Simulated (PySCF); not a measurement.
Species: AlH2(vinyl), C2H5Al.
Z-matrix (Å and degrees, PBE0-D3(BJ)/def2-SVP geometry), rows numbered from 1:
```
Al
H   1  1.5913
H   1  1.5925  2  120.98
C   1  1.9449  2  121.95  3   180.00
C   4  1.3447  1  120.29  2   179.97
H   4  1.0994  1  123.17  2    -0.07
H   5  1.0981  4  121.84  1     0.01
H   5  1.0982  4  122.94  1   179.98
```

The computed photoelectron lines, unassigned: C 1s: 289.84 (area 1), 290.69 (area 1) eV; Al 1s: 1566.79 eV.

Computed with delta-SCF UKS SCAN, pcX-2 on the ionised atom, pcseg-1 elsewhere, spin-free X2C (PySCF). One conformer (not necessarily the lowest) at the PBE0-D3(BJ)/def2-SVP geometry, without solvent, vibrations or thermal averaging.

Task: Assign the C 1s lines to atoms.

Result: 289.84 eV: C4 (carbon bonded to Al, C and H); 290.69 eV: C5 (carbon bonded to C and 2 H). The listed C 1s values span 0.85 eV, from C4 (bonded to C, H and Al) to C5 (bonded to C and 2 H).

Bonded neighbours of each site: Al1: C and 2 H; C4: C, H and Al; C5: C and 2 H.

Task: Express the binding energy of C 1s of C5 in atomic units and per mole.

Result: 290.69 eV = 10.6827 Eh = 28047 kJ/mol.
